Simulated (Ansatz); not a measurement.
System: H2O, charge 1, doublet. H2O+ (parent SMILES O, doublet).
B3LYP-D3(BJ)/def2-TZVP minimum from Ansatz (a quantum-chemistry and plane-wave program):
```
O
H 1 1.0078
H 1 1.0078 2 110.00
```
Charge +1, spin multiplicity 2.

Hartree-Fock and CCSD(T) correlation energies in hartree (Ansatz). UHF or UKS for unpaired electrons; spin-orbit terms are left out. Cores are frozen in correlated methods. No relativity.

| basis | X | E(HF) | E(corr, CCSD(T)) |
|---|---|---|---|
| cc-pVTZ | 3 | -75.65738 | -0.21954 |
| cc-pVQZ | 4 | -75.66321 | -0.23460 |
| cc-pV5Z | 5 | -75.66468 | withheld |

**Question.** Fit E(corr) = E∞ + A/X³ to X = 3 and 4, predict X = 5, and compare with the run.

**Answer.** A = (-0.21954 - (-0.23460))/(1/27 - 1/64) = 0.7033; E∞ = -0.23460 - A/64 = -0.24559; at X = 5, E∞ + A/125 = -0.23996. The run gave -0.23975, 0.21 mEh above the prediction. The same form on X = 4 and 5 gives E∞ = -0.24515, 0.44 mEh above the first estimate.
